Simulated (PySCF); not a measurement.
# Core-level binding energies of streptocyanine-1

Species: streptocyanine-1, CH5N2 (charge +1).
Z-matrix (Å and degrees, PBE0-D3(BJ)/def2-SVP geometry), rows numbered from 1:
```
N 
C   1  1.3075
N   2  1.3076  1  125.80
H   1  1.0174  2  123.17  3     0.01
H   1  1.0158  2  119.97  3   179.95
H   2  1.0958  1  117.10  3   180.00
H   3  1.0174  2  123.17  1     0.00
H   3  1.0158  2  119.97  1   179.94
```

Computed, not measured: delta-SCF UKS SCAN, pcX-2 on the ionised atom, pcseg-1 elsewhere, spin-free X2C in PySCF. These are vertical core ionisation energies against the vacuum level, from separate self-consistent calculations with and without the core hole.

What binding energy does each computed site have?

| atom(s) | environment | level | binding energy (eV) | count |
| --- | --- | --- | --- | --- |
| N1/N3 | nitrogen bonded to C and 2 H | N 1s | 413.02 | 2 |
| C2 | C=N carbon | C 1s | 300.70 | 1 |

Express the binding energy of C 1s of C2 in atomic units and per mole.

300.70 eV = 11.0505 Eh = 29013 kJ/mol.

Atoms equivalent by their bonding share one computed value, that of the first of them. The species carries charge +1, so core ionisation leaves charge +2. Isolated species at its PBE0-D3(BJ)/def2-SVP geometry, gas phase.

The run took 7.7 s of wall time on an x86-64 server with one thread, no GPU, shared host.
